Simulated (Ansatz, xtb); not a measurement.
# Isomers of FH2NO2S in order of energy

4 gas-phase structures of FH2NO2S, found in a search over its isomers (lower ones may exist). Each was relaxed with GFN2-xTB; where two conformers were screened, the lower at r2SCAN-D4/def2-SVP is listed:

A. `NO[S@@](=O)F`, a singlet
B. `N=[S@](=O)(O)F`, a singlet
C. `NS(=O)(=O)F`, a singlet
D. `O=[S@](F)NO`, a singlet

Question: Which do you expect lowest at r2SCAN-D4/def2-SVP, and how would the others follow?

Answer: Calculated order at r2SCAN-D4/def2-SVP: C (0.0), B (95.1), A (120.0), D (143.3) kJ/mol.

Energies above the lowest of each column, in kJ/mol; the last columns are at PBE0-D3(BJ)/def2-SVP geometries and were run for some of them only (a dash: not run or not comparable):

| structure | GFN2-xTB | HF/STO-3G | r2SCAN-D4/def2-SVP | PBE0-D3(BJ)/def2-SVP | CCSD(T)/def2-SVP + ΔMP2/def2-TZVPP |
| --- | --- | --- | --- | --- | --- |
| C | 0.0 | 500.1 | 0.0 | 0.0 | 0.0 |
| B | 73.4 | 541.3 | 95.1 | 102.3 | 108.0 |
| A | 92.4 | 0.0 | 120.0 | 122.8 | 183.0 |
| D | 125.6 | 16.5 | 143.3 | – | – |

CCSD(T)/def2-SVP + ΔMP2/def2-TZVPP puts C lowest of those it was run on; HF/STO-3G picks A. Flexible structures stand in one conformer each, not always the lowest. Frequencies (PBE0-D3(BJ)/def2-SVP) were run for A, B, C alone. The ΔMP2 step shifts differences by up to 73.9 kJ/mol, which makes them less sure. ΔMP2 is the change of the MP2 energy from the smaller to the larger basis.

Over these structures GFN2-xTB departs from r2SCAN-D4/def2-SVP by 8.4 kJ/mol on average once a common shift is removed. A GFN2-xTB relaxation took about 0.079 s and the r2SCAN-D4/def2-SVP energy about 2.4 s on a shared host (Ansatz 0.2.0, xtb 6.7.1).
